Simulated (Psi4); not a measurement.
**PO2 (phosphorus dioxide), step by step**

We compute a structure relaxation (doublet PO2, UBLYP/6-31G*), then a single-point energy (singlet [PO2]+, BLYP/6-31G*), then a structure relaxation (singlet [PO2]+, BLYP/6-31G*), then the energy (doublet PO2, UBLYP/6-31G*) of O2P. 

The results are computed with Psi4 1.11.

## Step 1: The molecule

PO2 has 3 atoms, charge 0, and is taken as a doublet. As SMILES, `[O]P=O`. Geometry: relaxed at GFN2-xTB. The run starts from this shape.

Bond lengths: O1–P2 1.464 Å, P2–O3 1.464 Å. Angles: O1–P2–O3 123.4°.

## Step 2: A geometry optimisation at UBLYP/6-31G(d) (density fitting, Cartesian functions) (run 1)

The input, calc.dat:

```
memory 1600 mb

molecule mol {
  0 2
  O      0.331710     1.226310     0.317670
  P     -0.403940     0.077030    -0.212130
  O      0.072230    -1.303340    -0.105540
}

set {
  basis     6-31G*
  reference uks
}

e_tot, wfn = opt('blyp', return_wfn=True)
print_variables()
```

Command:

```
$ psi4 calc.dat calc.out -n 1
```

calc.out:

```text
[...]
  Running in cs symmetry.
[...]
  Nuclear repulsion =   99.891557751564903
[...]
  Multiplicity = 2
[...]
  Nalpha       = 16
  Nbeta        = 15
[...]
    Number of basis functions: 49
[...]
   @DF-UKS iter   1:  -491.35682161663624    1.89887e-01   2.59426e-02 DIIS/ADIIS
[...]
   @DF-UKS iter   9:  -491.75549130897133    1.70530e-13   3.41082e-09 DIIS
[...]
   @S^2 Observed:                7.520375027E-01
[...]
    Orbital Energies [Eh]
    ---------------------
    Alpha Occupied:
       1Ap   -76.517873     2Ap   -18.856747     3Ap   -18.856744
       4Ap    -6.428253     1App   -4.655708     5Ap    -4.653072
       6Ap    -4.652255     7Ap    -0.960417     8Ap    -0.918546
       9Ap    -0.505002    10Ap    -0.401470    11Ap    -0.377448
       2App   -0.377243     3App   -0.308849    12Ap    -0.302920
      13Ap    -0.259207
    Alpha Virtual:
       4App   -0.114996    14Ap    -0.002461    15Ap     0.073055
      16Ap     0.193286     5App    0.235431    17Ap     0.272491
      18Ap     0.370434     6App    0.547346    19Ap     0.551185
[...]
  @DF-UKS Final Energy:  -491.75549130897133
   => Energetics <=
    Nuclear Repulsion Energy =             96.0941886092033997
    One-Electron Energy =                -869.1775819937726055
    Two-Electron Energy =                 321.6689548673127774
    DFT Exchange-Correlation Energy =     -40.3410527917148443
    Empirical Dispersion Energy =           0.0000000000000000
    VV10 Nonlocal Energy =                  0.0000000000000000
    Total Energy =                       -491.7554913089713295
[...]
 Multipole Moments:
 ------------------------------------------------------------------------------------
     Multipole            Electronic (a.u.)      Nuclear  (a.u.)        Total (a.u.)
 ------------------------------------------------------------------------------------
 L = 1.  Multiply by 2.5417464519 to convert [e a0] to [Debye]
 Dipole X            :         -0.7613605            0.2835518           -0.4778087
 Dipole Y            :          0.1290110           -0.0480464            0.0809646
 Dipole Z            :          0.0000000            0.0000000            0.0000000
 Magnitude           :                                                    0.4846199
[...]
  -Total Gradient:
     Atom            X                  Y                   Z
    ------   -----------------  -----------------  -----------------
       1       -0.000079574569    -0.000082168326     0.000000000000
       2        0.000094918337    -0.000012419550     0.000000000000
       3       -0.000047099725     0.000099966834     0.000000000000
[...]
    Final optimized geometry and variables:
    Molecular point group: cs
    Full point group: Cs
    Geometry (in Angstrom), charge = 0, multiplicity = 2:
    O            0.526990185240     1.316685933312     0.000000000000
    P           -0.305098992234     0.051697459066     0.000000000000
    O            0.063826570971    -1.416796801742     0.000000000000
  Variable Map:
  ----------------------------------------------------------------------------
  "CURRENT ENERGY"              =>    -491.755491308971
  "CURRENT REFERENCE ENERGY"    =>    -491.755491308971
  "DD SOLVATION ENERGY"         =>       0.000000000000
  "DFT FUNCTIONAL TOTAL ENERGY" =>    -491.755491308971
  "DFT TOTAL ENERGY"            =>    -491.755491308971
[...]
```

On the terminal:

```text
Optimizer: Optimization complete!
```

It took 19 s on 1 thread of Intel Xeon Platinum 8259CL at 2.50GHz (Skylake/Cascade Lake), shared host; peak memory 0.31 GiB.

Steps, from the record of the run:

| step | energy from the first frame kept (eV) | largest force (eV/Å) |
| --- | --- | --- |
| 0 | 0.0000 | 3.4096 |
| 1 | -0.2364 | 0.6808 |
| 2 | -0.2442 | 0.1902 |
| 3 | -0.2450 | 0.0435 |
| 4 | -0.2451 | 0.0059 |

After the run. Bond lengths: O1–P2 1.514 Å, P2–O3 1.514 Å. Angles: O1–P2–O3 132.6°.

## Step 3: The singlet cation: the energy at BLYP/6-31G(d) (density fitting, Cartesian functions) (run 2)

The input, job.in:

```
memory 1600 MB

molecule {
  1 1
  O
  P 1 r2
  O 2 r3 1 a3

  r2 = 1.514123
  r3 = 1.514127
  a3 = 132.56135
  units angstrom
  symmetry c1
}

set basis 6-31G*

result, w = energy("blyp", return_wfn=True)
```

Command:

```
$ psi4 -i job.in -o job.out -n 1
```

job.out:

```text
[...]
  Running in c1 symmetry.
[...]
  Nuclear repulsion =   96.094194468645199
[...]
  Multiplicity = 1
[...]
  Nalpha       = 15
  Nbeta        = 15
[...]
    Number of basis functions: 49
[...]
   @DF-RKS iter   1:  -490.96862996545883    4.53634e-01   1.84686e-02 ADIIS/DIIS
[...]
   @DF-RKS iter   9:  -491.34483239968949   -4.97885e-08   6.84141e-07 DIIS
[...]
    Orbital Energies [Eh]
    ---------------------
    Doubly Occupied:
       1A    -76.878656     2A    -19.204601     3A    -19.204598
       4A     -6.786358     5A     -5.013162     6A     -5.012391
       7A     -5.009934     8A     -1.282299     9A     -1.239343
      10A     -0.815791    11A     -0.710945    12A     -0.684954
      13A     -0.683207    14A     -0.619362    15A     -0.612688
[...]
  @DF-RKS Final Energy:  -491.34483239968949
   => Energetics <=
    Nuclear Repulsion Energy =             96.0941944686451990
    One-Electron Energy =                -858.7889077455032520
    Two-Electron Energy =                 311.2851970973757147
    DFT Exchange-Correlation Energy =     -39.9353162202072269
    Empirical Dispersion Energy =           0.0000000000000000
    VV10 Nonlocal Energy =                  0.0000000000000000
    Total Energy =                       -491.3448323996894942
[...]
 Multipole Moments:
 ------------------------------------------------------------------------------------
     Multipole            Electronic (a.u.)      Nuclear  (a.u.)        Total (a.u.)
 ------------------------------------------------------------------------------------
 L = 1.  Multiply by 2.5417464519 to convert [e a0] to [Debye]
 Dipole X            :         -0.9616405            0.2632999           -0.6983405
 Dipole Y            :         -0.4225145            0.1156856           -0.3068289
 Dipole Z            :          0.0000000            0.0000000            0.0000000
 Magnitude           :                                                    0.7627736
[...]
```

Run time: 3.3 s. Hardware: 1 thread of Intel Xeon Platinum 8259CL at 2.50GHz (Skylake/Cascade Lake), shared host; peak memory 0.28 GiB.

## Step 4: The singlet cation: a structure relaxation at BLYP/6-31G(d) (density fitting, Cartesian functions) (run 3)

The input, calc.py:

```python
import psi4

psi4.set_memory('1600 MB')
psi4.set_num_threads(1)
psi4.core.set_output_file('run.log', False)

mol = psi4.geometry("""
1 1
O      0.305023     1.328780     0.314489
P     -0.366247     0.069778    -0.192342
O      0.025925    -1.391767    -0.140678
symmetry c1
""")

psi4.set_options({
    'basis': '6-31G*',
    'reference': 'rks',
})

result, w = psi4.optimize("blyp", return_wfn=True)
print(f'total energy {result:.8f} hartree = {result * 27.211386:.5f} eV')
print(mol.to_string(dtype='xyz', units='Angstrom'))
```

Command:

```
$ python calc.py
```

run.log:

```text
[...]
  Running in c1 symmetry.
[...]
  Nuclear repulsion =   96.094195338151138
[...]
  Multiplicity = 1
[...]
  Nalpha       = 15
  Nbeta        = 15
[...]
    Number of basis functions: 49
[...]
   @DF-RKS iter   1:  -490.96862996562919    4.53635e-01   1.84686e-02 DIIS/ADIIS
[...]
   @DF-RKS iter  11:  -491.37123960412464   -3.46745e-12   1.40197e-09 DIIS
[...]
    Orbital Energies [Eh]
    ---------------------
    Doubly Occupied:
       1A    -76.880105     2A    -19.206399     3A    -19.206389
       4A     -6.789725     5A     -5.016233     6A     -5.016233
       7A     -5.012641     8A     -1.300089     9A     -1.260106
      10A     -0.807627    11A     -0.713590    12A     -0.694296
      13A     -0.694296    14A     -0.634383    15A     -0.634383
[...]
  @DF-RKS Final Energy:  -491.37123960412464
   => Energetics <=
    Nuclear Repulsion Energy =             97.7321953800171457
    One-Electron Energy =                -861.8682140859424408
    Two-Electron Energy =                 312.7509398393170272
    DFT Exchange-Correlation Energy =     -39.9861607375163928
    Empirical Dispersion Energy =           0.0000000000000000
    VV10 Nonlocal Energy =                  0.0000000000000000
    Total Energy =                       -491.3712396041246393
[...]
 Multipole Moments:
 ------------------------------------------------------------------------------------
     Multipole            Electronic (a.u.)      Nuclear  (a.u.)        Total (a.u.)
 ------------------------------------------------------------------------------------
 L = 1.  Multiply by 2.5417464519 to convert [e a0] to [Debye]
 Dipole X            :          0.0000020           -0.0000005            0.0000015
 Dipole Y            :         -0.0000000           -0.0000000           -0.0000000
 Dipole Z            :         -0.0000000            0.0000000           -0.0000000
 Magnitude           :                                                    0.0000015
[...]
  -Total Gradient:
     Atom            X                  Y                   Z
    ------   -----------------  -----------------  -----------------
       1       -0.000000032471     0.000000000237    -0.000030205773
       2        0.000000065175    -0.000000000272    -0.000000012613
       3       -0.000000032463     0.000000000035     0.000030218389
[...]
    Final optimized geometry and variables:
    Molecular point group: c1
    Full point group: C_inf_v
    Geometry (in Angstrom), charge = 1, multiplicity = 1:
    O            0.000000520747    -0.000000000000     1.472761365829
    P            0.000000520747     0.000000000000    -0.000000002654
    O           -0.000001529161    -0.000000000000    -1.472761360689
[...]
```

The script printed:

```text
Some dependencies such as QCElemental have not yet finished migration to pydantic v2. If issues are encountered please downgrade pydantic or upgrade QCElemental as appropriate
	Change in internal coordinate of 6.10e-01 exceeds limit of 5.00e-01.
	Skipping Hessian update for step 1.

	The following linear bends have been detected:
 L(1,2,3), missing.
	 l(1,2,3), missing.

AlgError: Exception created. Mesg: New linear angles
AlgError: Linear bends detected.
 L(1,2,3)
 l(1,2,3)
 Caught AlgError exception

 Erasing history.

Optimizer: Optimization complete!
total energy -491.37123960 hartree = -13370.89247 eV
3
1 1 O2P
O                     0.000000520747     0.000000000000     1.472761365829
P                     0.000000520747     0.000000000000     0.000000000000
O                    -0.000001529161     0.000000000000    -1.472761360689
```

Run time: 19 s. Hardware: 1 thread of Intel Xeon Platinum 8259CL at 2.50GHz (Skylake/Cascade Lake), shared host; peak memory 0.31 GiB.

Steps, from the record of the run:

```csv
step,energy from the first frame kept (eV),largest force (eV/Å)
0,0.0000,3.0041
1,-0.3858,1.9603
2,-0.6734,0.5401
3,-0.7131,0.3770
4,-0.7179,0.1564
5,-0.7186,0.0046
6,-0.7186,0.0016
```

After the run. Bond lengths: O1–P2 1.473 Å, P2–O3 1.473 Å. Angles: O1–P2–O3 180.0°.

## Step 5: The energy at UBLYP/6-31G(d) (density fitting, Cartesian functions) (run 4)

The input, o2p.inp:

```
memory 1600 MB

molecule system {
  0 2
  O     -0.798897    -0.124786     1.235854
  P     -0.096096     0.018325    -0.050465
  O      0.606704     0.161436    -1.336784
}

set basis 6-31G*
set reference uks

result, w = energy("blyp", return_wfn=True)
```

Command:

```
$ psi4 -n 1 o2p.inp o2p.out
```

o2p.out:

```text
[...]
  Running in c1 symmetry.
[...]
  Nuclear repulsion =   97.732199034867605
[...]
  Multiplicity = 2
[...]
  Nalpha       = 16
  Nbeta        = 15
[...]
    Number of basis functions: 49
[...]
   @DF-UKS iter   1:  -491.34900861046623    1.73866e-01   2.00162e-02 DIIS/ADIIS
[...]
   @DF-UKS iter   9:  -491.72203799295221   -2.58649e-08   2.05728e-07 DIIS
[...]
   @S^2 Observed:                7.539107306E-01
[...]
    Orbital Energies [Eh]
    ---------------------
    Alpha Occupied:
       1A    -76.522681     2A    -18.858881     3A    -18.858871
       4A     -6.429775     5A     -4.656383     6A     -4.656383
       7A     -4.653637     8A     -0.973656     9A     -0.935507
      10A     -0.501292    11A     -0.407285    12A     -0.386545
      13A     -0.386545    14A     -0.321830    15A     -0.321830
      16A     -0.203617
    Alpha Virtual:
      17A     -0.101183    18A     -0.101183    19A      0.151245
      20A      0.211587    21A      0.233456    22A      0.233456
      23A      0.530673    24A      0.530674    25A      0.559062
[...]
  @DF-UKS Final Energy:  -491.72203799295221
   => Energetics <=
    Nuclear Repulsion Energy =             97.7321990348676053
    One-Electron Energy =                -872.2087166752290841
    Two-Electron Energy =                 323.1239833136563107
    DFT Exchange-Correlation Energy =     -40.3695036662469775
    Empirical Dispersion Energy =           0.0000000000000000
    VV10 Nonlocal Energy =                  0.0000000000000000
    Total Energy =                       -491.7220379929522096
[...]
 Multipole Moments:
 ------------------------------------------------------------------------------------
     Multipole            Electronic (a.u.)      Nuclear  (a.u.)        Total (a.u.)
 ------------------------------------------------------------------------------------
 L = 1.  Multiply by 2.5417464519 to convert [e a0] to [Debye]
 Dipole X            :          0.0000001           -0.0000002           -0.0000001
 Dipole Y            :         -0.0000000            0.0000000            0.0000000
 Dipole Z            :         -0.0000006            0.0000001           -0.0000005
 Magnitude           :                                                    0.0000005
[...]
```

Run time: 4.8 s. Hardware: 1 thread of Intel Xeon Platinum 8259CL at 2.50GHz (Skylake/Cascade Lake), shared host; peak memory 0.28 GiB.

## Step 6: Results

| quantity | value |
| --- | --- |
| run 1, UBLYP/6-31G*: total energy at the end | -491.75549 Eh |
| run 1, UBLYP/6-31G*: dipole moment | 1.23 D |
| run 1, UBLYP/6-31G*: HOMO energy (highest over α and β) | -7.05 eV |
| run 1, UBLYP/6-31G*: LUMO energy (lowest over α and β) | -5.91 eV |
| run 1, UBLYP/6-31G*: ⟨S²⟩ | 0.752 |
| singlet cation, run 2: total energy | -491.34483 Eh |
| singlet cation, run 2: HOMO energy | -16.67 eV |
| singlet cation, run 2: LUMO energy | -15.31 eV |
| singlet cation, run 2: HOMO–LUMO gap | 1.36 eV |
| singlet cation, run 3: total energy at the end | -491.37124 Eh |
| singlet cation, run 3: HOMO energy | -17.26 eV |
| singlet cation, run 3: LUMO energy | -13.60 eV |
| singlet cation, run 3: HOMO–LUMO gap | 3.66 eV |
| run 4, UBLYP/6-31G*: total energy | -491.72204 Eh |
| run 4, UBLYP/6-31G*: dipole moment | 0.00 D |
| run 4, UBLYP/6-31G*: HOMO energy (highest over α and β) | -5.54 eV |
| run 4, UBLYP/6-31G*: LUMO energy (lowest over α and β) | -4.58 eV |
| run 4, UBLYP/6-31G*: ⟨S²⟩ | 0.754 |
| adiabatic ionisation energy (to the singlet cation, no zero-point term) | 10.456 eV |

What this shows: The adiabatic ionisation energy (to the singlet cation, no zero-point term) is 10.46 eV (241 kcal/mol). The optimisation (run 1, UBLYP/6-31G*) took 5 steps and changed the energy by -0.245 eV. The optimisation (singlet cation, run 3) took 7 steps and changed the energy by -0.719 eV.
